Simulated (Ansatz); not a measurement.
# doublet Si2H6(+): levels of theory in one basis

```xyz
8

Si    0.0000    0.0000   -1.3781
Si    0.0000    0.0000    1.3781
H     1.4560   -0.0026   -1.5858
H    -0.7303   -1.2596   -1.5858
H    -0.7257    1.2623   -1.5858
H    -1.4560   -0.0094    1.5858
H     0.7361   -1.2562    1.5858
H     0.7199    1.2656    1.5858
```

Basis set: cc-pVTZ on H; cc-pV(T+d)Z on Si (spherical functions). Left uncorrelated: 10 orbitals. Correlation on ROHF uses semicanonical orbitals with singles. Charge 1, multiplicity 2.

Computed with Ansatz (development build ahead of 0.2.0); each method stands on the lowest determinant of its kind that the runs found.

```
  method  E − E(ROHF) (eV)  <S²> of the determinant
    ROHF              0.00                     0.75
     UHF             -0.05                     0.76
ROHF-MP2             -6.26                        –
 UHF-MP2             -6.26                     0.76
```

Is a single determinant a sound starting point here?

By this sign, yes. Unrestricted orbitals gain 0.05 eV and <S²> is 0.76 against 0.75 for a pure state.
